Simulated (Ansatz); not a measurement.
Basis-set extrapolation for C4H3F (`C#C/C=C/F`) (PBE0-D4/def2-TZVP geometry, frozen core, the Gaussian-basis code of Ansatz). Multiplicity 1, RHF reference.

```csv
,def2-TZVPP,def2-QZVPP
HF,-252.663185,-252.673901
MP2 correlation,-0.858846,-0.922524
CCSD(T) correlation,-0.918371,not run
```

Energies in hartree. Use E(X) = E(∞) + A·exp(−7.88·√X) for Hartree–Fock and E(X) = E(∞) + B·X^(−2.97) for correlation, with X = 3 and 4, and add CCSD(T) minus MP2 of the smaller set to the MP2 limit.

What is the CCSD(T) energy at the basis-set limit?

HF limit: -252.673901 + (-0.010716) × 0.13774 = -252.67538. MP2 limit: -0.922524 + (-0.063678) × 0.74074 = -0.96969. Higher-order term: -0.918371 − (-0.858846) = -0.05953. Total: -253.70460 hartree, 77.2 kcal/mol below CCSD(T)/def2-TZVPP.
